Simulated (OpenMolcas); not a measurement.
# A workflow on quartet BH2

We compute a series of 9 runs (ROHF/6-31G**, CASSCF(5,6)/6-31G**, CASPT2(5,6)/6-31G**, CASPT2[IPEA 0](5,6)/6-31G**, SC-NEVPT2(5,6)/6-31G**, PC-NEVPT2(5,6)/6-31G**, MC-PDFT[tPBE](5,6)/6-31G**, MRCI(5,6)/6-31G**, and more) of quartet BH2. 

Program for the calculation: OpenMolcas 26.06.

## (1) The system as given

BH2 has 3 atoms, charge 0, and is taken as a quartet. SMILES of the parent species: `[BH2]`. The shape is that of a GFN2-xTB optimisation. That shape belongs to the parent species and isn't relaxed for this state.

Bond lengths: B1–H2 1.159 Å, B1–H3 1.159 Å. Angles: H2–B1–H3 128.4°.

## (2) The energy at ROHF/6-31G(d,p) (spherical functions) (run 1)

Contents of step1.input:

```
* BH2 Hartree-Fock
>>> EXPORT MOLCAS_PRINT=2

&GATEWAY
  BasLib=$CurrDir
  Coord
  3
  angstrom
  B        0.262840      -0.166230       0.128640
  H        0.280020       0.985320       0.260980
  H       -0.542860      -0.819090      -0.389630
  Basis=6-31Gss
  Group=NoSym

&SEWARD

&SCF
  UHF
  Spin=4
  PrOrbitals=1 1

&RASSCF
  FileOrb=$Project.UnaOrb
  Spin=4
  Nactel=3 0 0
  Inactive=2
  Ras2=3
  OutOrbitals=Canonical
  OrbListing=Nothing
```

The basis set 6-31G** is read from a file made from the Basis Set Exchange's data (not shown).

The run is started by

```
export MOLCAS_MEM=1860
pymolcas step1.input > step1.log
```

Output:

```text
--- Start Module: gateway ---
[...]
--- Stop Module: gateway /rc=_RC_ALL_IS_WELL_ ---
[...]
      Basis functions           24
[...]
--- Start Module: scf ---
[...]
       Convergence after  12 Iterations
[...]
::    Total SCF energy                                -25.5504841381
[...]
      Total spin, S                                     1.5018274459
[...]
--- Stop Module: scf /rc=_RC_ALL_IS_WELL_ ---
--- Start Module: rasscf ---
[...]
      Number of active orbitals                  3
[...]
      Spin quantum number                      1.5
[...]
      Active orbitals                            3
[...]
      Number of CSFs                             1
[...]
      Number of root(s) required                 1
[...]
      Convergence after  7 iterations
[...]
      printout of CI-coefficients larger than  0.05 for root  1
      energy=     -25.547320
      conf/sym  111     Coeff  Weight
             1  uuu   1.00000 1.00000
      Natural orbitals and occupation numbers for root  1
      sym 1:   1.000000   1.000000   1.000000
      ************************************************************************************************************************
      *                                                    Final results                                                     *
[...]
::    RASSCF root number  1 Total energy:    -25.54731981
[...]
      Total electronic charge=    7.000000
      Total            charge=   -0.000000
[...]
      Dipole Moment (debye):
      Origin of the operator (angstrom)=    0.2018   -0.1276    0.0988
                   X= -1.0179E+00               Y=  6.4286E-01               Z= -4.9831E-01           Total=  1.3030E+00
      Quadrupole Moment (debye*angstrom):
[...]
--- Stop Module: rasscf /rc=_RC_ALL_IS_WELL_ ---
[...]
```

Run time: 2.6 s. Hardware: 1 thread of Arm Neoverse V1, shared host; peak memory 0.37 GiB.

## (3) The energy at CASSCF(5,6)/6-31G(d,p) (spherical functions) (run 2)

Contents of step2.input:

```
* BH2 CASSCF

&GATEWAY
 BasLib=$CurrDir
 Coord
 3
 angstrom
 B        0.262840      -0.166230       0.128640
 H        0.280020       0.985320       0.260980
 H       -0.542860      -0.819090      -0.389630
 Basis=6-31Gss
 Group=NoSym

&SEWARD

&RASSCF
 FileOrb=$CurrDir/step1.RasOrb
 Spin=4
 Nactel=5 0 0
 Inactive=1
 Ras2=6
 OrbListing=Nothing
 OrbAppear=Compact
```

The basis set 6-31G** is read from a file made from the Basis Set Exchange's data (not shown).

The run is started by

```
export MOLCAS_MEM=1860
pymolcas step2.input > step2.log
```

Output:

```text
--- Start Module: gateway ---
[...]
--- Stop Module: gateway /rc=_RC_ALL_IS_WELL_ ---
--- Start Module: seward ---
[...]
      Basis functions           24
--- Stop Module: seward /rc=_RC_ALL_IS_WELL_ ---
--- Start Module: rasscf ---
[...]
      Number of active orbitals                  6
[...]
      Spin quantum number                      1.5
[...]
      Active orbitals                            6
[...]
      Number of CSFs                            84
[...]
      Number of root(s) required                 1
[...]
      Convergence after 10 iterations
[...]
      printout of CI-coefficients larger than  0.05 for root  1
      energy=     -25.582665
      conf/sym  111111     Coeff  Weight
             1  2uuu00  -0.98172 0.96377
            14  u20u0u  -0.10391 0.01080
            19  uduuu0  -0.09308 0.00866
            25  uuduu0  -0.05136 0.00264
            41  uuudu0   0.07638 0.00583
            68  0uuu20  -0.05466 0.00299
      Natural orbitals and occupation numbers for root  1
      sym 1:   1.958613   1.010364   0.989694   1.000000   0.025261   0.016068
      ************************************************************************************************************************
      *                                                    Final results                                                     *
[...]
::    RASSCF root number  1 Total energy:    -25.58266505
[...]
      Total electronic charge=    7.000000
      Total            charge=   -0.000000
[...]
      Dipole Moment (debye):
      Origin of the operator (angstrom)=    0.2018   -0.1276    0.0988
                   X= -1.0290E+00               Y=  6.5059E-01               Z= -5.0366E-01           Total=  1.3175E+00
      Quadrupole Moment (debye*angstrom):
[...]
--- Stop Module: rasscf /rc=_RC_ALL_IS_WELL_ ---
[...]
```

It took 1.9 s on 1 thread of Arm Neoverse V1, shared host; peak memory 0.37 GiB.

Runs 3 to 8 aren't shown in full; the table further down has their settings and results.

## (4) The energy at MRACPF(5,6)/6-31G(d,p) (spherical functions) (run 9)

Contents of step9.inp:

```
&GATEWAY
BasLib=$CurrDir
Coord
3
angstrom
B        0.262840      -0.166230       0.128640
H        0.280020       0.985320       0.260980
H       -0.542860      -0.819090      -0.389630
Basis=6-31Gss
Group=NoSym
&SEWARD
&RASSCF
FileOrb=$CurrDir/step2.RasOrb
Spin=4
Nactel=5 0 0
Inactive=1
Ras2=6
OrbListing=Nothing
OrbAppear=Compact
&MOTRA
LumOrb
Frozen=1
&GUGA
Electrons=5
Spin=4
Inactive=0
Active=6
CIAll=1
&MRCI
ACPF
```

The basis set 6-31G** is read from a file made from the Basis Set Exchange's data (not shown).

The run is started by

```
export MOLCAS_MEM=1860
pymolcas step9.inp > step9.log
```

Output:

```text
--- Start Module: gateway ---
[...]
--- Stop Module: gateway /rc=_RC_ALL_IS_WELL_ ---
[...]
      Basis functions           24
[...]
      Number of active orbitals                  6
[...]
      Spin quantum number                      1.5
[...]
      Active orbitals                            6
[...]
      Number of CSFs                            84
[...]
      Number of root(s) required                 1
[...]
      Convergence after  4 iterations
[...]
      printout of CI-coefficients larger than  0.05 for root  1
      energy=     -25.582665
      conf/sym  111111     Coeff  Weight
             1  2uuu00  -0.98172 0.96377
            14  u20u0u  -0.10391 0.01080
            19  uduuu0  -0.09308 0.00866
            25  uuduu0  -0.05136 0.00264
            41  uuudu0   0.07638 0.00583
            68  0uuu20  -0.05466 0.00299
      Natural orbitals and occupation numbers for root  1
      sym 1:   1.958613   1.010364   0.989694   1.000000   0.025261   0.016068
      ************************************************************************************************************************
      *                                                    Final results                                                     *
[...]
::    RASSCF root number  1 Total energy:    -25.58266505
[...]
      Dipole Moment (debye):
      Origin of the operator (angstrom)=    0.2018   -0.1276    0.0988
                   X= -1.0290E+00               Y=  6.5058E-01               Z= -5.0366E-01           Total=  1.3175E+00
      Quadrupole Moment (debye*angstrom):
[...]
      *** WARNING: Default frozen orbitals is overwritten by user input.
      *** Default values:   1
[...]
--- Start Module: guga ---
[...]
--- Stop Module: guga /rc=_RC_ALL_IS_WELL_ ---
--- Start Module: mrci ---
[...]
       USE THE DEFAULT ACPF G-VALUE GFAC=  0.40000000000000002
[...]
    MR ACPF CALCULATION.
[...]
            REFERENCE CI ENERGY:   -25.58266505
[...]
        ACPF CORRELATION ENERGY:    -0.04913676
                    ACPF ENERGY:   -25.63180181
[...]
      Total electronic charge=    7.000000
      Total            charge=    0.000000
[...]
  ACPF State   1     Total energy:    -25.63180181
[...]
--- Stop Module: mrci /rc=_RC_ALL_IS_WELL_ ---
[...]
```

It took 2.1 s on 1 thread of Arm Neoverse V1, shared host; peak memory 0.37 GiB.

## (5) All runs side by side

| run | level | active rule | inactive | energy (Eh) | dipole moment (D) of the reference | wall time |
| --- | --- | --- | --- | --- | --- | --- |
| 1 | ROHF/6-31G** (spherical functions) | – | – | -25.547320 | 1.30 | 2.6 s |
| 2 | CASSCF(5,6)/6-31G** (spherical functions) | full valence | 1 | -25.582665 | 1.32 | 1.9 s |
| 3 | CASPT2(5,6)/6-31G** (spherical functions) | full valence | 1 | -25.623574 | 1.32 | 1.9 s |
| 4 | CASPT2[IPEA 0](5,6)/6-31G** (spherical functions) | full valence | 1 | -25.626246 | 1.32 | 1.8 s |
| 5 | SC-NEVPT2(5,6)/6-31G** (spherical functions) | full valence | 1 | -25.619714 | 1.32 | 1.9 s |
| 6 | PC-NEVPT2(5,6)/6-31G** (spherical functions) | full valence | 1 | -25.620144 | 1.32 | 1.9 s |
| 7 | MC-PDFT[tPBE](5,6)/6-31G** (spherical functions) | full valence | 1 | -25.670348 | 1.32 | 2.1 s |
| 8 | MRCI(5,6)/6-31G** (spherical functions) | full valence | 1 | -25.631105 | 1.32 | 2.1 s |
| 9 | MRACPF(5,6)/6-31G** (spherical functions) | full valence | 1 | -25.631802 | 1.32 | 2.1 s |

## (6) Outcome

```
                                                  quantity         value
                  run 9, MRACPF(5,6)/6-31G**: total energy  -25.63180 Eh
run 9, MRACPF(5,6)/6-31G**: dipole moment (CASSCF density)        1.32 D
```

**Reading.** Below the ROHF energy at the same shape and in the same basis (6-31G**): CASSCF(5,6) -35.3 mEh; CASPT2(5,6) -76.3 mEh; CASPT2[IPEA 0](5,6) -78.9 mEh; SC-NEVPT2(5,6) -72.4 mEh; PC-NEVPT2(5,6) -72.8 mEh; MRCI(5,6) -83.8 mEh. Active-space methods hold only the correlation inside their space unless a perturbation or CI step follows. All runs together took 18 s, the longest 2.6 s.
